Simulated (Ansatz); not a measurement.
This script drives Ansatz's Python interface.

`relaxed_scan_h3osi.py`:
```python
import ansatz
import numpy as np

GEOMETRY = """
O     0.55731   -0.43376    0.79846
Si    0.00193    0.34195   -0.53394
H     0.72569   -1.37066    0.81480
H    -1.24482   -0.25358   -1.00076
H    -0.04011    1.71604   -0.07856
"""


def main() -> None:
    h3osi = ansatz.Crystal.molecule()
    for line in GEOMETRY.strip().splitlines():
        symbol, *xyz = line.split()
        h3osi = h3osi.atom(symbol, [float(v) for v in xyz])

    calculation = h3osi.calculation()
    calculation = calculation.basis(gaussian="def2-SVP")
    calculation = calculation.functional("b3lyp").spin("collinear", total=1)
    symbols = [site.symbol for site in h3osi.cartesian_sites]
    pairs = [(0, 1), (0, 2), (1, 3), (1, 4)]
    print("held (A)   E (eV)        ", "  ".join(f"{symbols[i]}{i}-{symbols[j]}{j}" for i, j in pairs))
    for length in [1.51, 1.64, 1.77, 1.97, 2.21]:
        summary = calculation.relax(constraints=[ansatz.DistanceConstraint((0, 1), at=length)], force_tolerance=0.02, max_steps=60).run().report
        xyz = np.array(summary["positions_ang"])
        print(f"{length:6.2f} {summary['free_energy_ev']:14.5f}  ", "  ".join(f"{np.linalg.norm(xyz[i] - xyz[j]):.3f}" for i, j in pairs))


if __name__ == "__main__":
    main()
```

It is started by `python relaxed_scan_h3osi.py`. How long does it take on 1 thread of Arm Neoverse V2, with other jobs on the host, and how much memory does it need?

It took about 43 s, with a peak of 0.19 GiB, for 5 runs of the engine.

```console
$ python relaxed_scan_h3osi.py
held (A)   E (eV)         O0-Si1  O0-H2  Si1-H3  Si1-H4
DeckWarning: relax.constraints: the input's atoms, or those drawn, lie off the distances that are held; a relaxation that starts there is brought onto them ahead of its first SCF, by positions alone, an atom by 6.44e-2 Å at the most. With the symmetry detection on, the symmetry is detected on the input's atoms as so [...]
  1.51    -9968.76241   1.510  0.960  1.511  1.498
  1.64    -9969.25918   1.640  0.964  1.507  1.495
  1.77    -9969.17541   1.770  0.967  1.504  1.493
  1.97    -9968.53631   1.970  0.970  1.502  1.492
  2.21    -9967.54207   2.210  0.972  1.502  1.493
```
(Warnings from the package without file and line, shortened, repeats left out.)

What to keep in mind:
- These settings explore the input space; basis and method may be short of convergence.
- The energies are electronic: no zero-point or thermal terms, and the basis set is short of its limit.
- The species is open-shell (spin multiplicity 2).
- b3lyp holds the VWN-RPA fit, as in Gaussian; the form of ORCA and Turbomole is b3lyp5.
